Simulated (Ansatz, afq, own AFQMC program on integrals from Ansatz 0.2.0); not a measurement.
Integrals from Ansatz 0.2.0, then the random walk in our own AFQMC program (afq).

```yaml
crystal:
  periodic: [false, false, false]
  atoms:
    - {symbol: Ge, position_ang: [0.000000, 0.000000, 0.000000]}
    - {symbol: H, position_ang: [0.561303, 1.033925, 1.032591]}
    - {symbol: H, position_ang: [-0.569863, -1.029690, 1.032135]}
    - {symbol: H, position_ang: [-0.559224, 1.030817, -1.036818]}
    - {symbol: H, position_ang: [0.567783, -1.035053, -1.027908]}
basis:
  gaussian: {orbitals: cc-pVDZ}
total_charge: 1
magnetization: {spin_polarized: true, initial_magnetization: 1}
correlation: {method: ccsd_t, electrons: outside_noble_gas, hamiltonian_folder: ham}
```

```sh
$ ansatz run in.yaml --threads 1 --pin off --events-out ev --progress --plain --max-ram 1382MiB
```

Options of the walk:

```
--method phaseless --trial cisd --walkers 60 --populations 1 --least-time 40 --time-step 0.005 --steps-per-block 50 --equilibration-blocks 28 --max-blocks 300 --target-error 0.00032 --factor-cut 1e-05 --start spin_pure --seed 3015 --release-times 0.24,0.51,0.99,1.62,2.4 --release-step 0.03 --release-every 4 --taylor-order 6
```

Times are imaginary, in 1/Eh. The walk had a cap of 689 s. Filled inner d shells are frozen with the cores.

```
orbitals 33  electrons 4 3  factors 264 of 497
reference energy -2077.22909545 Eh
CCSD correlation -0.13084350 Eh in 11 cycles, weight of the determinant in the CISD state 0.9031
energy of the start -2077.359045 Eh
 block  time / (1/Eh)  mean weight  energy / Eh
     1     0.250  1.0012  -2077.358545
     2     0.500  0.9999  -2077.358995
     3     0.750  1.0004  -2077.359483
     4     1.000  1.0008  -2077.360394
     5     1.250  1.0017  -2077.361433
    10     2.500  1.0000  -2077.363965
    29     7.250  0.9994  -2077.361252
    49    12.250  1.0004  -2077.364171
    53    13.250  1.0008  -2077.360979
    69    17.250  1.0006  -2077.365340
    89    22.250  1.0002  -2077.362413
   109    27.250  0.9989  -2077.361965
   129    32.250  0.9985  -2077.362506
   149    37.250  0.9996  -2077.364078
   169    42.250  1.0004  -2077.366764
   173    43.250  1.0076  -2077.374947
   185    46.250  1.0024  -2077.361811
blocks merged  error / Eh  count
     1  0.000146  160
     2  0.000181  80
     4  0.000222  40
     8  0.000232  20
    16  0.000263  10
released: time / (1/Eh)  energy / Eh  error  mean overlap
  0.24  -2077.363679  0.000194  1.0047
  0.51  -2077.363828  0.000187  1.0081
  0.99  -2077.364165  0.000204  0.9947
  1.62  -2077.364363  0.000254  0.9722
  2.40  -2077.363702  0.000243  0.9908
energy -2077.363768 +/- 0.000232 Eh
(rows thinned)
```

**Question.** Estimate how long the walk took on 1 thread of Intel(R) Xeon(R) 6975P-C (Granite Rapids), on a shared host.

**Answer.** 120 s of wall time.

The run passed its tests (sampling time, drift between the halves within three errors, error under three times the target), which doesn't prove that it has relaxed.

Against this walk (error 6.3 meV) on the same determinant: CCSD(T) 17.5 meV higher, CCSDT(Q) 12.2 meV lower (within the noise). The error is statistical and leaves out the bias of the constraint. Released to 2.40 1/Eh the energy moves by 2 ± 9 meV (both errors), within twice the noise.

Cautions: constraint bias not in the error; no relativity below Rb; no spin-orbit coupling; inner d shell frozen.

CCSDT and higher add their correlation energy to the determinant of the CCSD(T) run, since their own runs factorise the integrals more tightly (a shift of under 2 meV). A walk keeps the symmetry of its determinant, which the program's search chose and which needn't be the lowest solution, so a lower state of the same spin and another symmetry isn't excluded.
